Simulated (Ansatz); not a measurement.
Reaction: BN2H4Cl (SMILES NB(N)Cl) → BNH2Cl (SMILES N[B]Cl, doublet) + NH2 (SMILES [NH2], doublet) (the B-N bond breaks)
Each species at its own B3LYP-D3(BJ)/def2-TZVP minimum (Ansatz, an electronic-structure program), one conformer.

Quantity: bond dissociation energy (electronic), in kJ/mol. UHF or UKS for unpaired electrons; spin-orbit terms are left out. CBS(X,Y): correlation extrapolated as X^-3, Hartree-Fock from the larger set. A bracket is a step between two methods taken in the basis named. The functionals are non-relativistic, so their misses hold any scalar relativity. 'core' is core correlation in cc-pwCVTZ (1s frozen past Ne), 'X2C' scalar relativity in cc-pVTZ-DK, both at CCSD(T).

CCSD(T)/CBS(cc-pV(T+d)Z,cc-pV(Q+d)Z) + [CCSDT(Q) - CCSD(T)]/cc-pV(D+d)Z + core + X2C (Ansatz) gives 560.6 kJ/mol.

### Question
What does PBE/def2-TZVPD (Ansatz) give here, and how do the other levels compare?

### Answer
PBE gives 538.5 kJ/mol, 22.1 kJ/mol below it. Differences of the others: r2SCAN/def2-TZVPD (Ansatz) -36.2; B3LYP/def2-TZVPD (Ansatz) -30.4; CCSD(T)/CBS(cc-pV(T+d)Z,cc-pV(Q+d)Z) + core + X2C (Ansatz) 0.7 kJ/mol. Nearer than PBE: CCSD(T)/CBS(cc-pV(T+d)Z,cc-pV(Q+d)Z) + core + X2C.
